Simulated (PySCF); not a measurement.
**Running PySCF for LiSi**

The script input.py:

```python
from pyscf import gto, dft

mol = gto.M(
    atom='Li 0 0 0; Si 0 0 2.4',
    basis='jorge-dzp-dkh',
    charge=0,
    spin=3,
    symmetry=True,
    verbose=4,
)
mf = dft.UKS(mol, xc='olyp')
mf = mf.sfx2c1e()
mf.kernel()
mf.analyze()
print('orbital energies (hartree):', [e[max(0, n-3):n+3].round(4) for e, n in zip(mf.mo_energy, mol.nelec)])
```

```bash
$ OMP_NUM_THREADS=1 python input.py
```

It prints (some set-up lines and the per-cycle HOMO/LUMO lines with their warnings removed):

```
PySCF version 2.14.0

[INPUT] verbose = 4
[INPUT] num. atoms = 2
[INPUT] num. electrons = 17
[INPUT] charge = 0
[INPUT] spin (= nelec alpha-beta = 2S) = 3
[INPUT] symmetry True subgroup None
[INPUT] Mole.unit = angstrom
[INPUT] Symbol           X                Y                Z      unit          X                Y                Z       unit  Magmom
[INPUT]  1 Li     0.000000000000   0.000000000000   0.000000000000 AA    0.000000000000   0.000000000000   0.000000000000 Bohr   0.0
[INPUT]  2 Si     0.000000000000   0.000000000000   2.400000000000 AA    0.000000000000   0.000000000000   4.535342698956 Bohr   0.0

nuclear repulsion = 9.2606011911
point group symmetry = Coov
symmetry origin: [0.         0.         3.73498811]
symmetry axis x: [1. 0. 0.]
symmetry axis y: [0. 1. 0.]
symmetry axis z: [0. 0. 1.]
num. orbitals of irrep A1 = 19
num. orbitals of irrep E1x = 8
num. orbitals of irrep E1y = 8
num. orbitals of irrep E2x = 2
num. orbitals of irrep E2y = 2
number of shells = 19
number of NR pGTOs = 73
number of NR cGTOs = 39
basis = jorge-dzp-dkh
ecp = {}

******** <class 'pyscf.x2c.sfx2c1e.sfX2C1eSymAdaptedUKS'> ********
method = sfX2C1eSymAdaptedUKS
initial guess = minao
damping factor = 0
level_shift factor = 0
DIIS = <class 'pyscf.scf.diis.CDIIS'>
diis_start_cycle = 1
diis_space = 8
diis_damp = 0
SCF conv_tol = 1e-09
SCF conv_tol_grad = None
SCF max_cycles = 50
direct_scf = True
direct_scf_tol = 1e-13
number electrons alpha = 10  beta = 7
XC library pyscf.dft.libxc version 7.0.0
    S. Lehtola, C. Steigemann, M. J.T. Oliveira, and M. A.L. Marques.,  SoftwareX 7, 1–5 (2018)
XC functionals = olyp
    N. C. Handy and A. J. Cohen.,  Mol. Phys. 99, 403 (2001)
    C. Lee, W. Yang, and R. G. Parr.,  Phys. Rev. B 37, 785 (1988)
    B. Miehlich, A. Savin, H. Stoll, and H. Preuss.,  Chem. Phys. Lett. 157, 200 (1989)
radial grids:
    Treutler-Ahlrichs [JCP 102, 346 (1995); DOI:10.1063/1.469408] (M4) radial grids

becke partition: Becke, JCP 88, 2547 (1988); DOI:10.1063/1.454033
pruning grids: <function nwchem_prune>
grids dens level: 3
symmetrized grids: True
atomic radii adjust function: <function treutler_atomic_radii_adjust>
small_rho_cutoff = 0

******** <class 'pyscf.x2c.sfx2c1e.SpinFreeX2CHelper'> ********
approx = 1e
xuncontract = 1
Freeze 0 electrons in irreps []
    17 free electrons in irreps A1 E1x E1y E2x E2y
Set gradient conv threshold to 3.16228e-05
tot grids = 32904
init E= -297.493761091389

cycle= 1 E= -297.519187219951  delta_E= -0.0254  |g|= 0.0676  |ddm|= 1.05
cycle= 2 E= -297.515262661979  delta_E= 0.00392  |g|= 0.0828  |ddm|= 0.394
cycle= 3 E= -297.524708034227  delta_E= -0.00945  |g|= 0.0229  |ddm|= 0.237
cycle= 4 E= -297.525234383894  delta_E= -0.000526  |g|= 0.00732  |ddm|= 0.067
cycle= 5 E= -297.525298716055  delta_E= -6.43e-05  |g|= 0.00145  |ddm|= 0.0217
cycle= 6 E= -297.525302456435  delta_E= -3.74e-06  |g|= 0.000246  |ddm|= 0.00478
cycle= 7 E= -297.525302559723  delta_E= -1.03e-07  |g|= 4.11e-05  |ddm|= 0.000734
cycle= 8 E= -297.525302562967  delta_E= -3.24e-09  |g|= 7.17e-06  |ddm|= 0.000178
cycle= 9 E= -297.525302563095  delta_E= -1.28e-10  |g|= 1.33e-06  |ddm|= 3.46e-05
Extra cycle  E= -297.525302563093  delta_E= 1.93e-12  |g|= 1.92e-06  |ddm|= 7.98e-06
converged SCF energy = -297.525302563093  <S^2> = 3.7512181  2S+1 = 4.000609
**** SCF Summaries ****
Total Energy =                        -297.525302563092964
Nuclear Repulsion Energy =               9.260601191100001
One-electron Energy =                 -430.628718822839460
Two-electron Energy =                  123.842815068646445
Two-electron Coulomb Energy =          146.650886472674529
DFT Exchange-Correlation Energy =      -22.808071404028077
**** MO energy ****
[3 lines left out]
alpha MO #4 (E1x #1), energy= -3.45098346295702 occ= 1
alpha MO #5 (E1y #1), energy= -3.45098346295702 occ= 1
alpha MO #6 (A1 #4), energy= -1.92668484930249 occ= 1
alpha MO #7 (A1 #5), energy= -0.37004891947366 occ= 1
alpha MO #8 (A1 #6), energy= -0.15633816044776 occ= 1
alpha MO #9 (E1x #2), energy= -0.12966984834218 occ= 1
alpha MO #10 (E1y #2), energy= -0.12966984834218 occ= 1
alpha MO #11 (A1 #7), energy= -0.0754911394304401 occ= 0
alpha MO #12 (E1x #3), energy= -0.0194783582313245 occ= 0
alpha MO #13 (E1y #3), energy= -0.0194783582313245 occ= 0
[26 lines left out]
beta  MO #1 (A1 #1), energy= -65.5335059019491 occ= 1
beta  MO #2 (A1 #2), energy= -5.06676119586395 occ= 1
beta  MO #3 (A1 #3), energy= -3.44409986289403 occ= 1
beta  MO #4 (E1x #1), energy= -3.44317031989521 occ= 1
beta  MO #5 (E1y #1), energy= -3.44317031989521 occ= 1
beta  MO #6 (A1 #4), energy= -1.92341455563972 occ= 1
beta  MO #7 (A1 #5), energy= -0.296185457622457 occ= 1
beta  MO #8 (A1 #6), energy= -0.104958944392689 occ= 0
beta  MO #9 (E1x #2), energy= -0.0731439953390116 occ= 0
beta  MO #10 (E1y #2), energy= -0.0731439953390116 occ= 0
[29 lines left out]
 ** Mulliken pop alpha/beta on meta-lowdin orthogonal AOs **
 ** Mulliken pop       alpha | beta **
pop of  0 Li 1s        0.99970 | 0.99946
pop of  0 Li 2s        0.20788 | 0.07817
pop of  0 Li 3s        0.00164 | 0.00015
pop of  0 Li 4s        0.00101 | 0.00002
pop of  0 Li 2px       0.05651 | 0.00000
pop of  0 Li 2py       0.05651 | 0.00000
pop of  0 Li 2pz       0.00606 | 0.00374
pop of  0 Li 3px       0.00141 | 0.00000
pop of  0 Li 3py       0.00141 | 0.00000
pop of  0 Li 3pz       0.00603 | 0.00013
pop of  0 Li 3dxy      0.00000 | 0.00000
pop of  0 Li 3dyz      0.00066 | 0.00000
[27 lines left out]
In total            10.00000 | 7.00000
 ** Mulliken atomic charges   ( Nelec_alpha | Nelec_beta ) **
charge of  0Li =      0.57864  (     1.33966      1.08170 )
charge of  1Si =     -0.57864  (     8.66034      5.91830 )
Dipole moment(X, Y, Z, Debye): -0.00000, -0.00000, -5.31626
orbital energies (hartree): [array([-0.1563, -0.1297, -0.1297, -0.0755, -0.0195, -0.0195]), array([-3.4432, -1.9234, -0.2962, -0.105 , -0.0731, -0.0731])]
```

In short: E(SCF) = -297.525303 Eh, 9 cycles, ⟨S²⟩ = 3.751, μz(SCF) = -5.32 D.

It ran on Intel Xeon Platinum 8488C (1 thread, shared host) in 2.1 s, peak memory 0.18 GiB.

The bond length is a typed value, not an optimised one. No search for the lowest solution was made.
